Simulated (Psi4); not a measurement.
Psi4 input (wB97X-D/6-311+G**):

```
memory 1500 MB

molecule {
-1 3
N    -0.00000000   -0.00000000   -0.67553048
O     0.00000000    0.00000000    0.59108917
symmetry c1
no_reorient
no_com
}

set {
  basis 6-311+G**
  reference uks
  scf_type pk
  dft_radial_points 99
  dft_spherical_points 590
  e_convergence 1e-8
  d_convergence 1e-7
  maxiter 150
}

e = energy('wb97x-d')
print_out(f'\nFINAL {e:.10f} DIPOLE {variable("CURRENT DIPOLE")[0]:.6f} {variable("CURRENT DIPOLE")[1]:.6f} {variable("CURRENT DIPOLE")[2]:.6f}\n')
```

Output:

```
   => Loading Basis Set <=

    Name: 6-311+G**
    Role: ORBITAL
    Keyword: BASIS
    atoms 1 entry N          line   150 file 6-311pgss.gbs
    atoms 2 entry O          line   171 file 6-311pgss.gbs

   => WB97X-D: Empirical Dispersion <=

    Chai and Head-Gordon Dispersion Correction
    Chai, J.-D.; Head-Gordon, M. (2010), J. Chem. Phys., 132: 6615-6620

        s6 =       1.000000

         ---------------------------------------------------------
                                   SCF
               by Justin Turney, Rob Parrish, Andy Simmonett
                          and Daniel G. A. Smith
                              UKS Reference
         ---------------------------------------------------------

  ==> Geometry <==

    Molecular point group: c1
    Full point group: C_inf_v

    Geometry (in Angstrom), charge = -1, multiplicity = 3:

       Center              X                  Y                   Z               Mass
    ------------   -----------------  -----------------  -----------------  -----------------
         N            0.000000000000     0.000000000000    -0.675530480000    14.003074004430
         O            0.000000000000     0.000000000000     0.591089170000    15.994914619570

  Running in c1 symmetry.

  Rotational constants: A = ************  B =      1.40731  C =      1.40731 [cm^-1]
  Rotational constants: A = ************  B =  42190.19683  C =  42190.19683 [MHz]
  Nuclear repulsion =   23.396071423272168

  Charge       = -1
  Multiplicity = 3
  Electrons    = 16
  Nalpha       = 9
  Nbeta        = 7

  ==> Algorithm <==

  SCF Algorithm Type is PK.
  DIIS enabled.
  MOM disabled.
  Fractional occupation disabled.
  Guess Type is SAD.
  Energy threshold   = 1.00e-08
  Density threshold  = 1.00e-07
  Integral threshold = 1.00e-12

  ==> Primary Basis <==

  Basis Set: 6-311+G**
    Blend: 6-311+G**
    Number of shells: 20
    Number of basis functions: 44
    Number of Cartesian functions: 46
    Spherical Harmonics?: true
    Max angular momentum: 2

  ==> DFT Potential <==

   => LibXC <=

    Version 7.1.2
    S. Lehtola, C. Steigemann, M. J. T. Oliveira, and M. A. L. Marques,  SoftwareX 7, 1–5 (2018) (10.1016/j.softx.2017.11.002)

   => Composite Functional: WB97X-D <=

    wB97X-D Hyb-GGA Exchange-Correlation Functional

    J.-D. Chai and M. Head-Gordon,  Phys. Chem. Chem. Phys. 10, 6615–6620 (2008) (10.1039/B810189B)

    Deriv               =              1
    GGA                 =           TRUE
    Meta                =          FALSE

    Exchange Hybrid     =           TRUE
    MP2 Hybrid          =          FALSE

   => Exchange-Correlation Functionals <=

    1.0000   wB97X-D range-separated functional

   => Exact (HF) Exchange <=

    0.7780            HF,LR [omega = 0.2000]
    0.2220               HF

   => LibXC Density Thresholds  <==

    XC_HYB_GGA_XC_WB97X_D:  1.00E-14

   => Molecular Quadrature <=

    Radial Scheme          =       TREUTLER
    Pruning Scheme         =           NONE
    Nuclear Scheme         =       TREUTLER

    Blocking Scheme        =         OCTREE
    BS radius alpha        =              1
    Pruning alpha          =              1
    Radial Points          =             99
    Spherical Points       =            590
    Total Points           =         114804
    Total Blocks           =            929
    Max Points             =            256
    Max Functions          =             44
    Weights Tolerance      =       1.00E-15

  ==> Integral Setup <==

  Using in-core PK algorithm.
   Calculation information:
      Number of atoms:                   2
      Number of AO shells:              20
      Number of primitives:             38
      Number of atomic orbitals:        46
      Number of basis functions:        44

      Integral cutoff                 1.00e-12
      Number of threads:                 1

  Performing in-core PK
  Using 1471635 doubles for integral storage.
  We computed 22150 shell quartets total.
  Whereas there are 22155 unique shell quartets.

  Computing range-separated integrals for PK
  We computed 22150 wK shell quartets total.
  Whereas there are 22155 wK unique shell quartets.

  ==> DiskJK: Disk-Based J/K Matrices <==

    J tasked:                  Yes
    K tasked:                  Yes
    wK tasked:                 Yes
    Omega:               2.000E-01
    Schwarz Cutoff:          1E-12


  Cached 100.0% of DFT collocation blocks in 0.133 [GiB].

  Minimum eigenvalue in the overlap matrix is 2.9887305814E-03.
  Reciprocal condition number of the overlap matrix is 6.7330503600E-04.
    Using symmetric orthogonalization.

  ==> Pre-Iterations <==

  SCF Guess: Superposition of Atomic Densities via on-the-fly atomic UHF (no occupation information).

   -------------------------
    Irrep   Nso     Nmo
   -------------------------
     A         44      44
   -------------------------
    Total      44      44
   -------------------------

  ==> Iterations <==

                        Total Energy        Delta E     RMS |[F,P]|

   @UKS iter SAD:  -129.08978852135627   -1.29090e+02   0.00000e+00
   @UKS iter   1:  -129.77763652498905   -6.87848e-01   1.09429e-02 DIIS/ADIIS
   @UKS iter   2:  -129.82101493769650   -4.33784e-02   1.00905e-02 DIIS/ADIIS
   @UKS iter   3:  -129.89179484150600   -7.07799e-02   1.55236e-03 DIIS/ADIIS
   @UKS iter   4:  -129.89307800912380   -1.28317e-03   8.02383e-04 DIIS/ADIIS
   @UKS iter   5:  -129.89355808754041   -4.80078e-04   1.71044e-04 DIIS/ADIIS
   @UKS iter   6:  -129.89360014492559   -4.20574e-05   3.10343e-05 DIIS
   @UKS iter   7:  -129.89360418005822   -4.03513e-06   1.42558e-05 DIIS
   @UKS iter   8:  -129.89360497209083   -7.92033e-07   3.78448e-06 DIIS
   @UKS iter   9:  -129.89360507383003   -1.01739e-07   1.03027e-06 DIIS
   @UKS iter  10:  -129.89360507961257   -5.78254e-09   2.20033e-07 DIIS
   @UKS iter  11:  -129.89360507983216   -2.19586e-10   5.39967e-08 DIIS
  Energy and wave function converged.

  ==> Post-Iterations <==

   Electrons on quadrature grid:
      Nalpha   =    8.9999999974 ; deviation = -2.596e-09
      Nbeta    =    7.0000000007 ; deviation = 6.723e-10
      Ntotal   =   15.9999999981 ; deviation = -1.923e-09

   @Spin Contamination Metric:   1.341585131E-02
   @S^2 Expected:                2.000000000E+00
   @S^2 Observed:                2.013415851E+00
   @S   Expected:                1.000000000E+00
   @S   Observed:                1.000000000E+00

    Orbital Energies [Eh]
    ---------------------

    Alpha Occupied:

       1A    -19.002547     2A    -14.195736     3A     -0.918016
       4A     -0.473731     5A     -0.245310     6A     -0.245310
       7A     -0.226279     8A      0.004039     9A      0.004039

    Alpha Virtual:

      10A      0.308179    11A      0.342240    12A      0.364453
      13A      0.364453    14A      0.446777    15A      0.476200
      16A      0.476200    17A      0.616633    18A      0.676180
      19A      1.095494    20A      1.095494    21A      1.103426
      22A      1.340215    23A      1.375005    24A      1.378018
      25A      1.378018    26A      1.883150    27A      2.222399
      28A      2.222399    29A      2.273628    30A      2.273628
      31A      2.826344    32A      3.167185    33A      3.167186
      34A      3.540704    35A      3.540704    36A      3.809930
      37A      4.178284    38A      4.178284    39A      4.659932
      40A      5.335244    41A      5.335244    42A      6.046139
      43A     35.728444    44A     50.257064

    Beta Occupied:

       1A    -18.985861     2A    -14.170738     3A     -0.870987
       4A     -0.394148     5A     -0.182849     6A     -0.163649
       7A     -0.163649

    Beta Virtual:

       8A      0.304071     9A      0.304071    10A      0.310100
      11A      0.345968    12A      0.394659    13A      0.394659
      14A      0.448346    15A      0.491093    16A      0.491093
      17A      0.621705    18A      0.714655    19A      1.123914
      20A      1.145293    21A      1.145293    22A      1.352414
      23A      1.406859    24A      1.406859    25A      1.409879
      26A      1.901950    27A      2.273546    28A      2.273546
      29A      2.372185    30A      2.372185    31A      2.873878
      32A      3.224288    33A      3.224289    34A      3.586568
      35A      3.586568    36A      3.841365    37A      4.261654
      38A      4.261654    39A      4.686446    40A      5.382298
      41A      5.382298    42A      6.072956    43A     35.763717
      44A     50.272456

    Final Occupation by Irrep:
              A
    DOCC [     7 ]
    SOCC [     2 ]
    NA   [     9 ]
    NB   [     7 ]

  @UKS Final Energy:  -129.89360507983216

   => Energetics <=

    Nuclear Repulsion Energy =             23.3960714232721685
    One-Electron Energy =                -228.9151797445580030
    Two-Electron Energy =                  86.5260074682682614
    DFT Exchange-Correlation Energy =     -10.9005028625325924
    Empirical Dispersion Energy =          -0.0000013642819945
    VV10 Nonlocal Energy =                  0.0000000000000000
    Total Energy =                       -129.8936050798321560

  UHF NO Occupations:
  HONO-2 :    7  A 1.9977361
  HONO-1 :    8  A 1.0000000
  HONO-0 :    9  A 1.0000000
  LUNO+0 :   10  A 0.0022639
  LUNO+1 :   11  A 0.0022639
  LUNO+2 :   12  A 0.0016048
  LUNO+3 :   13  A 0.0005052

Computation Completed

Properties will be evaluated at   0.000000,   0.000000,   0.000000 [a0]

Properties computed using the SCF density matrix

 Multipole Moments:

 ------------------------------------------------------------------------------------
     Multipole            Electronic (a.u.)      Nuclear  (a.u.)        Total (a.u.)
 ------------------------------------------------------------------------------------

 L = 1.  Multiply by 2.5417464519 to convert [e a0] to [Debye]
 Dipole X            :          0.0000000            0.0000000            0.0000000
 Dipole Y            :         -0.0000000            0.0000000           -0.0000000
 Dipole Z            :          0.3450285            0.0000000            0.3450285
 Magnitude           :                                                    0.3450285

 ------------------------------------------------------------------------------------

FINAL -129.8936050798 DIPOLE 0.000000 -0.000000 0.345028

*** Psi4 exiting successfully. Buy a developer a beer!
```

The dipole moment of an ion depends on the origin.
